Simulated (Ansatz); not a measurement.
Complex (SMILES): F (HF) with F (HF), atoms 1 to 2 the first; geometry from A24 set, monomers rigid:
```xyz
4

H      0.0000     0.8027     1.6953
F      0.0000    -0.0460     1.3403
H      0.0000    -0.1204    -0.4908
F      0.0000     0.0098    -1.4042
```

Basis-set convergence of the uncorrected interaction energy at MP2 with Ansatz (an electronic-structure program). Cartesian d functions, on some or all atoms, in 6-31G*, 6-31+G*; all else is spherical. Cores are frozen. No added dispersion term, no relativity. Functions are those of the species that has most. Reference: the counterpoise-corrected one, Hartree-Fock in aug-cc-pV5Z plus the correlation part extrapolated as X^-3 from aug-cc-pVQZ and aug-cc-pV5Z, -4.47 kcal/mol, itself unsure by roughly 0.02 kcal/mol (a third of the extrapolation step and of the last Hartree-Fock step, counterpoise-corrected). Deviations are taken from unrounded values.

```csv
basis,functions,uncorrected interaction energy (kcal/mol)
6-31G*,34,-7.31
6-31+G*,42,-5.32
cc-pVDZ,38,-7.01
aug-cc-pVDZ,64,-4.62
def2-SVP,38,-6.94
def2-SVPD,62,-5.19
pcseg-1,38,-5.88
aug-pcseg-1,64,-5.06
6-311G**,48,-6.24
6-311+G**,56,-4.66
def2-TZVP,74,-4.82
def2-TZVPD,98,-4.37
cc-pVTZ,88,-5.49
aug-cc-pVTZ,138,-4.67
pcseg-2,88,-4.51
aug-pcseg-2,138,-4.78
def2-TZVPP,90,-4.77
def2-TZVPPD,114,-4.50
cc-pVQZ,170,-4.90
aug-cc-pVQZ,252,-4.64
def2-QZVPP,174,-4.63
def2-QZVPPD,198,-4.52
pcseg-3,186,-4.61
aug-pcseg-3,268,-4.85
cc-pV5Z,292,-4.60
aug-cc-pV5Z,414,-4.59
```

What the diffuse functions change, pair by pair:
- 6-31G* to 6-31+G*: 8 more functions, deviation -2.84 to -0.85 kcal/mol
- cc-pVDZ to aug-cc-pVDZ: 26 more functions, deviation -2.53 to -0.14 kcal/mol
- def2-SVP to def2-SVPD: 24 more functions, deviation -2.47 to -0.71 kcal/mol
- pcseg-1 to aug-pcseg-1: 26 more functions, deviation -1.41 to -0.59 kcal/mol
- 6-311G** to 6-311+G**: 8 more functions, deviation -1.76 to -0.19 kcal/mol
- def2-TZVP to def2-TZVPD: 24 more functions, deviation -0.35 to 0.10 kcal/mol
- cc-pVTZ to aug-cc-pVTZ: 50 more functions, deviation -1.02 to -0.20 kcal/mol
- pcseg-2 to aug-pcseg-2: 50 more functions, deviation -0.03 to -0.31 kcal/mol
- def2-TZVPP to def2-TZVPPD: 24 more functions, deviation -0.30 to -0.02 kcal/mol
- cc-pVQZ to aug-cc-pVQZ: 82 more functions, deviation -0.43 to -0.17 kcal/mol
- def2-QZVPP to def2-QZVPPD: 24 more functions, deviation -0.16 to -0.04 kcal/mol
- pcseg-3 to aug-pcseg-3: 82 more functions, deviation -0.13 to -0.38 kcal/mol
- cc-pV5Z to aug-cc-pV5Z: 122 more functions, deviation -0.13 to -0.12 kcal/mol

Leaving out the reference's own pair, they bring the value nearer the reference by more than 0.02 kcal/mol in 10 of 12 pairs.
